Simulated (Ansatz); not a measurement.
**B2NH+ (doublet): wave-function methods side by side, def2-TZVPP**

An exercise on one series of results from a longer session: the logs are not shown, and one member is left open.

Program: Ansatz 0.2.0, Gaussian basis. Level of theory: def2-TZVPP, core rule «outside noble gas», up to 3 orbitals frozen. These are calculated values, not measurements.

Plan: UHF; ROHF; CCSD(T) on UHF.

2 further runs of the same task are left out: 2 set aside as unsound or not needed.

## What is computed

The geometry is a PBE0/def2-TZVP stationary point (not a proven minimum) of the parent state, kept for this charge and spin.

4 atoms, charge 1, spin multiplicity 2.

Atoms are counted from 1 here; the program's logs count them from 0.

Bond lengths: B1–N3 1.260 Å, B1–H4 1.171 Å, B2–N3 1.370 Å. Angles: N3–B1–H4 180.0°, B1–N3–B2 180.0°.

The first run:

The input, in.yaml:

```yaml
crystal:
  periodic: [false, false, false]
  atoms:
    - {symbol: B, position_ang: [0.000000, 0.000000, 0.679878]}
    - {symbol: B, position_ang: [0.000000, 0.000000, -1.950409]}
    - {symbol: N, position_ang: [0.000000, 0.000000, -0.579945]}
    - {symbol: H, position_ang: [0.000000, 0.000000, 1.850476]}
basis:
  gaussian: {orbitals: def2-TZVPP}
total_charge: 1
magnetization: {spin_polarized: true, initial_magnetization: 1}
hamiltonian: {xc: hf}
output: {orbitals: {seedname: orbitals}}
```

Run with:

```bash
> ansatz run in.yaml --threads 1 --pin off --events-out ev --progress --plain --max-ram 3968MiB --backend cpu
```

Steps of the session up to this table: UHF; ROHF; CCSD(T) on UHF.

One table of the session follows, with a row left open; its other results are not shown here.

| method | from UCCSD(T) (kcal/mol) |
| --- | --- |
| ROHF | +213.44 |
| UHF | ? |
| UMP2 | +18.56 |
| UCCSD | +10.57 |
| UCCSD(T) | 0 |

Estimate the missing values for UHF.

The run gave: from UCCSD(T) (kcal/mol): +212.51. In the column «from UCCSD(T) (kcal/mol)» it lies between UMP2 (+18.56) and ROHF (+213.44).
